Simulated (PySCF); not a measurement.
Gas-phase reaction: Si2H6 + 3 NH = 2 HSiNH2 + NH3

Method: PySCF energies plus ideal-gas RRHO corrections (1 bar). † marks an energy on the PBE0/def2-TZVP geometry and frequencies; other levels use their own. MP2 freezes the core. 6-31G* has spherical d functions here. Open shells (unrestricted): NH (multiplicity 3); the rest are closed-shell singlets. B3LYP is the form with VWN-RPA correlation. HSiNH2: computed as isolated molecules; such fragments, hydroxides, amides, oligomers or adducts are transient or little studied in the gas. MP2 isn't extrapolated to the basis-set limit; its ΔH°(298 K) is -917.0 kJ in def2-SVP and -996.2 kJ in def2-TZVPP. The harmonic model lacks anharmonicity and excited electronic states, which grow with temperature; levels with a mode under 35 cm⁻¹ are left out. Internal rotation in Si2H6, HSiNH2 is treated as a harmonic vibration of one conformer, which makes the entropy rough.

```csv
level,"ΔE electronic, kJ","ΔH°(298 K), kJ","ΔS°(298 K), J/K","ΔG°(1200 K), kJ"
B3LYP/6-31G*,-959,-889,-134,-707
M06-2X/def2-TZVP†,-1049,-979,-134,-796
MP2/def2-TZVPP†,-1066,-996,-134,-813
PBE/def2-SVP,-1061,-994,-135,-810
PBE0/def2-QZVP†,-1009,-939,-134,-756
PBE0/def2-TZVP,-996,-926,-134,-743
LDA/def2-TZVP†,-1277,-1207,-134,-1024
ωB97X-V/def2-TZVP†,-1007,-936,-134,-754
```
ΔH° is lowest at LDA/def2-TZVP† and highest at B3LYP/6-31G*. No reference value is set beside these.
